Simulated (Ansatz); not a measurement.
Start from `CC(C)F` and change one atom or group to get `CC(C)CCl`.

Ansatz, PBE0-D4/def2-TZVP geometries, multiplicity 1. Each molecule was computed in one conformer, which needn't be the lowest.

```csv
property,`CC(C)F`
"ideal-gas entropy at 298 K and 1 bar (rigid rotor, harmonic PBE0-D4/def2-TZVP) / J/(mol·K)",293
size of the dipole moment (B3LYP/def2-TZVPP) / D,1.90
LUMO energy (B3LYP/def2-TZVPP) / eV,0.91
LUMO energy (PBE/def2-TZVPP) / eV,0.48
HOMO–LUMO gap (ωB97M-V/def2-TZVPP) / eV,14.25
LUMO energy (PBE0/def2-TZVPP) / eV,1.27
```

Question: What does the change do to each property? (Estimate.)

Answer: Ansatz gave: 
| property | `CC(C)CCl` | shift |
| --- | --- | --- |
| ideal-gas entropy at 298 K and 1 bar (rigid rotor, harmonic PBE0-D4/def2-TZVP) / J/(mol·K) | 333 | 40 |
| size of the dipole moment (B3LYP/def2-TZVPP) / D | 2.03 | 0.13 |
| LUMO energy (B3LYP/def2-TZVPP) / eV | 0.46 | -0.45 |
| LUMO energy (PBE/def2-TZVPP) / eV | -0.21 | -0.69 |
| HOMO–LUMO gap (ωB97M-V/def2-TZVPP) / eV | 12.96 | -1.29 |
| LUMO energy (PBE0/def2-TZVPP) / eV | 0.77 | -0.50 |

With PBE0 the HOMO rises by 0.91 eV and the LUMO falls by 0.50 eV, so the gap narrows by about 1.41 eV. PBE moves the HOMO by 0.67 eV and ωB97M-V by 0.99 eV. The zero-point energy changes by 71.9 kJ/mol with +9 modes. Dipoles are sizes alone; their direction can turn.

B3LYP here is the variant with VWN-RPA as its local correlation; programs differ in this.
